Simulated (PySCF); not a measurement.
**[C4H4N]-: core ionisation energies**

Compound: C₄H₄N (charge -1).
Structure used (PBE0-D3(BJ)/def2-SVP), in Å, numbered top down from 1:
```
atom  x, y, z in Å
C1     0.406    0.940   -0.108
C2    -0.907    0.421   -0.223
C3    -0.783   -0.952    0.040
N4     0.495   -1.313    0.304
C5     1.208   -0.167    0.213
H6     0.725    1.978   -0.241
H7    -1.821    0.973   -0.465
H8    -1.589   -1.699    0.046
H9     2.293   -0.168    0.383
```

Computed with delta-SCF UKS SCAN, pcX-2 on the ionised atom, pcseg-1 elsewhere, spin-free X2C (PySCF). Binding energies are ΔSCF values: E(core-ionised, relaxed orbitals) − E(ground state) at a fixed geometry, referred to the vacuum level.

Question: Give the core binding energies atom by atom.

Answer: 
```csv
atom(s),environment,level,binding energy (eV),above the level's lowest (eV),count
N4,two-coordinate ring nitrogen,N 1s,397.70,0.00,1
C3/C5,aromatic CH next to a ring nitrogen,C 1s,284.30,+0.38,2
C1/C2,aromatic CH carbon,C 1s,283.92,0.00,2
```

The listed C 1s values span 0.38 eV, from C1/C2 (bonded to 2 C (aromatic in the SMILES) and H) to C3/C5 (bonded to N (aromatic in the SMILES), C (aromatic in the SMILES) and H). Summing the Pauling electronegativity differences to the bonded atoms, each weighted by its formal bond order, gives -0.35 for the lowest site and +0.39 for the highest.

Question: Which effective nuclear charge Zeff reproduces each element's mean 1s value in the hydrogen-like formula E = 13.606 eV × Zeff²?

Answer: C (Z = 6): mean 284.1 eV, Zeff = 4.57, Z − Zeff = 1.43; N (Z = 7): mean 397.7 eV, Zeff = 5.41, Z − Zeff = 1.59. Means run over the listed sites, weighted by atom count.

Question: Which photon energy gives electrons from C 1s of C3/C5 a kinetic energy of 150 eV, and what is their de Broglie wavelength?

Answer: hν = 284.30 + 150 = 434.30 eV, recoil neglected; λ = 12.264 Å/√(E/eV) = 1.00 Å.

The first atom of each set that the bonding makes equivalent was ionised and stands for the set. The species carries charge -1, so core ionisation leaves a neutral species. The basis sets have no added diffuse functions. Geometry: PBE0-D3(BJ)/def2-SVP; no solvent, vibrations or thermal averaging. The geometry's basis has no diffuse functions, a weakness for an anion.
